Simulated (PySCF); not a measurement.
Gas-phase reaction: SiO(OH)2 + 4 SiH4 = 3 H3SiOH + Si2H6

Method: PySCF energies plus ideal-gas RRHO corrections (1 bar). † marks an energy on the PBE0/def2-TZVP geometry and frequencies; other levels use their own. CCSD(T) freezes the core. 6-31G* has spherical d functions here. All species are closed-shell singlets. B3LYP is the form with VWN-RPA correlation. SiO(OH)2, H3SiOH: computed as isolated molecules; such fragments, hydroxides, amides, oligomers or adducts are transient or little studied in the gas. CCSD(T) isn't extrapolated to the basis-set limit; its ΔH°(298 K) is -81.1 kJ in def2-SVP and -87.4 kJ in def2-TZVPP. The harmonic model lacks anharmonicity and excited electronic states, which grow with temperature; levels with a mode under 35 cm⁻¹ are left out. Internal rotation in SiO(OH)2, H3SiOH, Si2H6 is treated as a harmonic vibration of one conformer, which makes the entropy rough.

```tsv
level	ΔE electronic, kJ	ΔH°(298 K), kJ	ΔS°(298 K), J/K	ΔG°(2500 K), kJ
B3LYP/6-31G*	-77	-63	-68	68
B3LYP/def2-TZVP†	-86	-72	-63	43
BLYP/def2-TZVP†	-65	-51	-63	64
CCSD(T)/def2-SVP†	-95	-81	-63	33
CCSD(T)/def2-TZVPP†	-102	-87	-63	27
HF/def2-TZVP†	-107	-93	-63	21
PBE0/def2-QZVP†	-118	-104	-63	10
PBE0/def2-TZVP	-113	-99	-63	15
LDA/def2-TZVP†	-119	-105	-63	10
ωB97M-V/def2-TZVP†	-98	-84	-63	30
ωB97X-V/def2-TZVP†	-109	-95	-63	19
```
ΔH° is lowest at LDA/def2-TZVP† and highest at BLYP/def2-TZVP†. No reference value is set beside these.
